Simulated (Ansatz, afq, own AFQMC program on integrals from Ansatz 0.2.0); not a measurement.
## Al₂H, quartet in 6-31G, levels against full CI

```yaml
atoms:
  - { symbol: Al, position_ang: [0.0000, 0.0000, 0.2591] }
  - { symbol: Al, position_ang: [0.0000, 0.0000, -2.1014] }
  - { symbol: H, position_ang: [0.0000, 0.0000, 1.8423] }
```

Connectivity, by distances: AlH–Al.

Basis 6-31G. Noble-gas cores (and the filled d shells of Ga–Kr and In–Xe) are frozen. Ansatz 0.2.0 and our own AFQMC program on the same integrals; the CISD trial comes from CCSD amplitudes, and released means the phaseless constraint is let go. Error bars are statistical, one sigma.

Determinant: UHF, the one that the program's search chose, which needn't be the lowest solution. The geometry is a point of a scan.

Full CI on the same integrals is exact in this basis and with this determinant's frozen core.

Cautions: lower spins were not checked.

The T1 diagnostic is 0.0302 and the weight of the determinant in the CISD state is 0.903. The ⟨S²⟩ of the determinant is 3.761. The size of the correlated space is 7 electrons in 18 orbitals.

```csv
level,correlation energy (eV)
MP2,-1.2774
CCSD,-1.8477
CCSD(T),-1.8964
```

(1) Estimate where AFQMC with the constraint released lies against CCSD(T) on the same integrals.

(1) 0.93 ± 0.03 mEh below CCSD(T).

Reference: full CI, correlation energy -1.926 eV. The released energy is read at 2.40 1/Eh (meV from the phaseless value at times in 1/Eh: -1.0 ± 1.2 at 0.24, -2.7 ± 1.1 at 0.51, -3.9 ± 0.8 at 0.99, -6.3 ± 0.9 at 1.62, -6.6 ± 0.8 at 2.40).

| level | E − E(reference) (mEh) | share of correlation (%) |
| --- | --- | --- |
| CCSD(T) | 1.09 | 98.46 |
| CCSDT | 0.30 | 99.58 |
| CCSDT(Q) | 0.11 | 99.85 |
| CCSDTQ | 0.02 | 99.98 |
| ph-AFQMC/HF | 3.99 ± 0.54 | 94.36 |
| ph-AFQMC/CISD | 0.39 ± 0.06 | 99.44 |
| released AFQMC | 0.15 ± 0.03 | 99.78 |

CCSDT and higher add their correlation energy to the determinant of the CCSD(T) run, since their own runs factorise the integrals more tightly (a shift of under 2 meV). A walk keeps the symmetry of its determinant, which the program's search chose and which needn't be the lowest solution, so a lower state of the same spin and another symmetry isn't excluded. Released energies are given only where the last usable release times agree within the noise; a slower fall can still hide under it.
